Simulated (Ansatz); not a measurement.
**How far a parabola holds: energy against volume of bcc Nb**

We consider bcc Nb, described by LDA in Ansatz (PAW). Run with plane-wave cutoff 520 eV, 24×24×24 k mesh, Fermi–Dirac smearing 0.05 eV, no spin polarisation, scalar-relativistic PAW data made under PBE. The cell has no free parameter but its volume, all volumes share cutoff and mesh, and the runs aren't spin-polarised. Energies are free energies at the run's smearing, counted from the lowest row; static lattice.

| V (Å³/atom) | E (meV/atom) |
|---|---|
| 16.093 | ? |
| 16.435 | 17.34 |
| 16.778 | 4.17 |
| 17.120 | 0.00 |
| 17.462 | 4.00 |
| 17.805 | 15.42 |

Taking a parabola for E over the 5 complete rows: With u = V - 17.1, the rows have u = -0.6650, -0.3220, 0.0200, 0.3620, 0.7050. Least squares gives E = 0.039 - 2.5677·u + 34.9063·u². Residuals (row less fit): 0.157, -0.315, -0.002, 0.316, -0.158; standard error 0.353 (degrees of freedom: 2). The fitted curve has its minimum at V = 17.1, where E = -0.01. Its curvature is d²E/dV² = 2 × 34.9063 meV/Å⁶, so B = V0·d²E/dV² × 0.1602 = 192 GPa.

**Question.** What does the fit predict for E at V = 16.093, and how far is the calculated value from it?

**Answer.** u = -1.0070, so E = 0.039 - 2.5677 × (-1.0070) + 34.9063 × (-1.0070)² = 38.021 meV/atom. The calculation gives 40.42 meV/atom, 2.399 meV/atom above the prediction (5.9 % of the range of E in the table). The row lies outside the fitted rows, so this is an extrapolation. From the scatter of the fitted rows alone, a prediction at this place has a standard error of 0.834 meV/atom, so the miss is 2.9 times that.

The residuals are curvature that a parabola lacks, not noise. A solid that stiffens under compression and softens on expansion lies above the parabola at the compressed end and under it at the expanded end, as this row does. A third-order Birch-Murnaghan fit to the whole scan has B0 = 191 GPa. Only scans are tabulated whose curvature falls smoothly with volume, and where the parabola meets the shown rows within 5 % of their range and misses the end by 0.1 meV or more.

Measured, for comparison: bulk modulus 173 GPa (0 K value with the zero-point phonon effect removed; as tabulated in Mejia-Rodriguez and Trickey (2018), arXiv:1807.09216). Computed less measured: bulk modulus +10 %.

Ansatz is a quantum-chemistry and plane-wave program.
